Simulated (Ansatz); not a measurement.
What does this script print? It uses Ansatz 0.2.0, Python API.

Contents of `si2.xyz`:
```text
2

Si    0.00000    0.00000    0.00000
Si    0.00000    0.00000    2.23000
```

The script, `adiabatic_si2.py`:
```python
# -*- coding: utf-8 -*-
import itertools

import ansatz as az
from ase.data import atomic_numbers, covalent_radii
import numpy as np

mol = az.Crystal.molecule_from_extxyz("si2.xyz")

base = (
    mol.calculation()
    .basis(gaussian="def2-TZVP")
    .functional("r2scan")
    .spin("collinear", total=2)
)
symbols = [site.symbol for site in mol.cartesian_sites]
start = np.array([site.position_ang for site in mol.cartesian_sites], dtype=float)
rep = base.relax(force_tolerance=0.01).run(threads=1, pin="off").report
end = np.array(rep["positions_ang"])

minimum = az.Crystal.molecule()
for symbol, place in zip(symbols, end):
    minimum = minimum.atom(symbol, place.tolist())
ion = minimum.calculation()
ion = ion.basis(gaussian="def2-TZVP")
ion = ion.functional("r2scan")
ion = ion.charge(1).spin("collinear", total=1)
vertical = ion.run(threads=1, pin="off").report
settled = ion.relax(force_tolerance=0.01, max_steps=80).run(threads=1, pin="off").report
print(f"vertical ionisation energy   {vertical['free_energy_ev'] - rep['free_energy_ev']:.3f} eV")
print(f"adiabatic, no zero point     {settled['free_energy_ev'] - rep['free_energy_ev']:.3f} eV")
print(f"relaxation energy of the ion {vertical['free_energy_ev'] - settled['free_energy_ev']:.3f} eV")
ionised = np.array(settled["positions_ang"])
radius = [covalent_radii[atomic_numbers[s]] for s in symbols]
span = lambda where, i, j: np.linalg.norm(where[i] - where[j])
bonded = [(i, j) for i, j in itertools.combinations(range(len(symbols)), 2) if min(span(end, i, j), span(ionised, i, j)) < 1.2 * (radius[i] + radius[j])]
print("pair        before    after (A)")
for i, j in bonded:
    print(f"{symbols[i]}{i}-{symbols[j]}{j}".ljust(10), f"{span(end, i, j):8.4f} {span(ionised, i, j):8.4f}")
```

Output of `python adiabatic_si2.py`:
```text
vertical ionisation energy   8.067 eV
adiabatic, no zero point     8.053 eV
relaxation energy of the ion 0.014 eV
pair        before    after (A)
Si0-Si1      2.2623   2.3178
```

Reading the output:
- The energies are electronic: no zero-point or thermal terms, and the basis set is short of its limit. The product may relax into another structure. Each relaxation finds its nearest minimum, which needn't be the lowest.
- The run takes the species as open-shell (spin multiplicity 3), which needn't be its ground state.
- The expectation value of S² is noticeably off S(S+1) in at least one run, so that state is spin-contaminated.
- Only the spin states typed were run; another state of an ion can lie lower, by up to an eV or two.
- The spin state was assumed, and another may lie lower.
- The whole script took 2.7 min on 1 thread of Arm Neoverse V1, with other jobs on the host, peak memory 0.24 GiB.
